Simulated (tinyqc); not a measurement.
Ways to converge the cycle: SCF convergence aids in the sto-6g basis, for CH2, spin multiplicity 3. Computed by the program tinyqc with PySCF. UHF with one setting changed at a time; a run stops when the energy changes by less than 1e-09 hartree and the error matrix is below 1e-5. The start is the Wolfsberg-Helmholz matrix. Damping d keeps d of the old density; a shift (hartree) raises the virtual levels; DIIS n extrapolates F over n matrices.

Geometry (angstrom):
```
atom       x        y       z
C     0.0000   0.0000  0.0000
H     0.0000   0.8320  0.6160
H     0.0000  -0.8320  0.6160
```

lowest solution found by these runs and by PySCF with stability checks = -38.803400 hartree

Largest element of the error matrix X^T (FDS - SDF) X:
```
iteration    plain  damping 0.3  damping 0.6  shift 0.4   DIIS 3   DIIS 8
1          2.0e-01      2.0e-01      2.0e-01    2.0e-01  2.0e-01  2.0e-01
2          3.4e-02      7.3e-02      1.3e-01    5.4e-02  3.4e-02  3.4e-02
3          1.1e-02      2.9e-02      8.2e-02    2.5e-02  7.2e-03  7.2e-03
4          3.3e-03      1.5e-02      5.2e-02    1.2e-02  1.3e-03  1.3e-03
5          1.5e-03      7.6e-03      3.3e-02    5.3e-03  5.4e-04  3.4e-04
6          7.3e-04      3.9e-03      2.1e-02    2.4e-03  1.2e-04  7.6e-05
8          2.2e-04      1.3e-03      1.1e-02    7.5e-04  9.3e-06  1.9e-06
10         7.7e-05      5.3e-04      5.8e-03    2.7e-04        -        -
14         1.1e-05      1.1e-04      1.7e-03    4.7e-05        -        -
20               -      1.5e-05      3.9e-04          -        -        -
30               -            -      5.1e-05          -        -        -
```

How each run ends:
```
run          iterations  E (hartree)         state
plain                15   -38.803400  lowest found
damping 0.3          23   -38.803400  lowest found
damping 0.6          40   -38.803400  lowest found
shift 0.4            19   -38.803400  lowest found
DIIS 3                9   -38.803400  lowest found
DIIS 8                9   -38.803400  lowest found
```

What does the comparison show, and why?

6 of 6 runs reach the lowest solution found, in 9 to 40 iterations (fastest: DIIS 3, DIIS 8). Plain steps already contract here, so damping only slows them. DIIS 3 and DIIS 8 gain by cancelling the error over several earlier matrices, much as a quasi-Newton step does.
